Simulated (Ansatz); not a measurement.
**Exact exchange and the electronic atomisation energy of HNO3 (peroxynitrous acid)**

HNO3 has 5 atoms, charge 0, and is taken as a singlet. SMILES: `O=NOO`. Geometry: relaxed at PBE0-D4/def2-TZVP. This is one conformer, not always the lowest.

The electronic atomisation energy y, in eV, basis 6-311+G(d,p); a is the functional's share of exact exchange. Programs: Ansatz 0.2.0.

| functional | program | a | y (eV) |
| --- | --- | --- | --- |
| r2SCAN | Ansatz | 0 | 15.47 |
| BLYP | Ansatz | 0 | 16.20 |
| B3LYP | Ansatz | 0.2 | ? |
| r2SCAN0 | Ansatz | 0.25 | 13.80 |
| PBE0 | Ansatz | 0.25 | 15.03 |
| BHLYP | Ansatz | 0.5 | 12.57 |

Task: Fit y = c + s·a to the known rows and predict B3LYP.

Result: 
1. Means of the 5 rows: a = 0.2000, y = 14.614.
2. Σ(Δa)² = 0.175, Σ(Δa·Δy) = -1.1215, so the slope is -1.1215/0.175 = -6.4086.
3. Intercept: 14.614 − (-6.4086) × 0.2000 = 15.896. The largest residual of the fit is 0.74.
4. B3LYP: 15.896 + (-6.4086) × 0.2 = 14.61 eV.

The run gave 15.03 eV, so the prediction is off by -0.42 eV, within the largest residual. The rows mix families of semi-local functionals, which the line can't see.
